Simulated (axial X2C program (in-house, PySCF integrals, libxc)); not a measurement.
# Levels of P₂⁻ by electron attachment to P₂ (EOM-EA-CCSD)

Computed with an axial X2C code built on PySCF integrals: two-component X2C with atomic mean-field Coulomb and Gaunt terms, Gaussian nuclei, basis P dyall-av3z with contracted cores.

R = 2.061 Å (1.090 times 1.891 Å, the PBE0 minimum at charge 0 for the lowest determinant).

Levels of P₂⁻ obtained by attaching an electron to P₂:

| Ω | binding energy (eV) | above lowest (cm⁻¹) | attached spinor | one-particle weight |
| --- | --- | --- | --- | --- |
| 1/2 | 0.693 | 0 | 66% P pπ, 28% P dπ | 0.94 |
| 3/2 | 0.668 | 204 | 66% P pπ, 28% P dπ | 0.94 |
| 1/2 | -0.836 | 12338 | 92% P pσ | 0.99 |
| 1/2 | -1.266 | 15807 | 84% P sσ, 12% P pσ | 0.98 |
| 1/2 | -1.531 | 17939 | 98% P pπ | 0.99 |
| 3/2 | -1.533 | 17953 | 98% P pπ | 0.99 |
| 1/2 | -1.895 | 20875 | 78% P pσ, 18% P dσ | 0.99 |

Question: Take the first Ω = 1/2 and Ω = 3/2 rows of π character: how far apart are they, and which lies lower?

Answer: E(3/2) − E(1/2) = 204 − 0 = 204 cm⁻¹ at EOM-EA-CCSD: regular, Ω = 1/2 lower. Splittings at this level can be off by ten to twenty per cent.

Negative binding energies belong to unbound states, resonances or levels that the basis set holds; within some tenths of an eV of zero the sign is not settled.

This point took 11 s on 1 thread of Arm Neoverse V1 (shared host).

Reference electrons by ω block (each with its −ω partner): 1/2: 12, 3/2: 3. 10 electrons of P₂ correlated (inner shells frozen), 92 natural virtual spinors (a truncated set); levels can be off by some tenths of an eV. Roots sought by Ω: (1/2: 5, 3/2: 4, 5/2: 2, 7/2: 1); the list ends where they run out and leaves out roots under 60 % one-particle weight. The solver can skip a root, and states that need a further excitation, which the method places far too high, are missing though they may lie low or lowest. T1 of the reference 0.020 (Lee–Taylor). Number of frozen shells: P 2 s, 1 p. g and u states are not told apart.
